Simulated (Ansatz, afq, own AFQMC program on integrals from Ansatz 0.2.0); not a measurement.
AFQMC, coupled cluster and functionals along a coordinate of H$_{2}$ + CH$_{2}$, triplet

```xyz
5

H    -1.9595    0.0000    0.0000
H    -1.2145    0.0000    0.0000
C     0.1685    0.0000    0.0000
H     0.5830    0.0000    0.9962
H     0.5830    0.0000   -0.9962
```

A hydrogen atom is moved from one rigid fragment to the other; the H1–H2 distance tells how far. The two fragments are held close together, so this isn't a minimum-energy path and the start is a compressed complex. Energies in kcal/mol count from this geometry (0.745 Å) at the same level; the start stands on UHF, each point on the determinant named.

Basis cc-pVTZ. Only valence electrons are correlated. Ansatz 0.2.0 and our own AFQMC program on the same integrals; the CISD trial comes from CCSD amplitudes, and released means the phaseless constraint is let go. Uncertainties: one standard error, sampling alone.

Cautions, each for one point or more: lower spins were not checked; the ph-AFQMC/CISD walk drifts between its halves.

```csv
r(H1–H2) / Å,det.,T1,weight,⟨S²⟩,r2SCAN,PBE0,CCSD(T)
0.829,UHF,0.015,0.92,2.04,-3.3,-3.3,-2.5
0.871,UHF,0.015,0.92,2.04,-4.4,-4.5,-3.4
0.912,UHF,0.014,0.93,2.04,-5.3,-5.3,-4.2
0.954,UHF,0.013,0.93,2.04,-6.0,-6.0,-5.0
1.038,UHF,0.012,0.93,2.03,-5.8,-5.9,-5.3
```

Task: Estimate the curve of CCSDT(Q), counted from the same start.

Result: 
| r(H1–H2) / Å | det. | T1 | weight | ⟨S²⟩ | CCSDT(Q) | ph-AFQMC/CISD | released AFQMC |
| --- | --- | --- | --- | --- | --- | --- | --- |
| 0.829 | UHF | 0.015 | 0.92 | 2.04 | -2.5 | -2.5 ± 0.09 | -2.4 ± 0.09 |
| 0.871 | UHF | 0.015 | 0.92 | 2.04 | -3.4 | -3.3 ± 0.1 | -3.2 ± 0.07 |
| 0.912 | UHF | 0.014 | 0.93 | 2.04 | -4.2 | -4.2 ± 0.1 | -4.1 ± 0.08 |
| 0.954 | UHF | 0.013 | 0.93 | 2.04 | -5.0 | -4.9 ± 0.1 | -4.8 ± 0.09* |
| 1.038 | UHF | 0.012 | 0.93 | 2.03 | -5.3 | -5.2 ± 0.1 | – |

Weight is that of the determinant in the CISD state; at the start T1 is 0.015 and the weight 0.93, and ⟨S²⟩ is 2.03. An asterisk marks released energies that aren't shown to be converged. A dash marks a missing value, a released energy that hasn't settled or a functional that sits on another state. Largest departures from CCSDT(Q), at the points where its series has closed: CCSD(T) 0.0 kcal/mol at 1.038 (on UHF), ph-AFQMC/CISD 0.1 kcal/mol at 1.038 (on UHF) (within the noise), released AFQMC 0.2 kcal/mol at 0.871 (on UHF), r2SCAN -1.1 kcal/mol at 0.912, PBE0 -1.1 kcal/mol at 0.912. Functionals count only at points shown to share the start's state and spin.

CCSDT and higher add their correlation energy to the determinant of the CCSD(T) run, since their own runs factorise the integrals more tightly (a shift of under 2 meV). A walk keeps the symmetry of its determinant, which the program's search chose and which needn't be the lowest solution, so a lower state of the same spin and another symmetry isn't excluded.
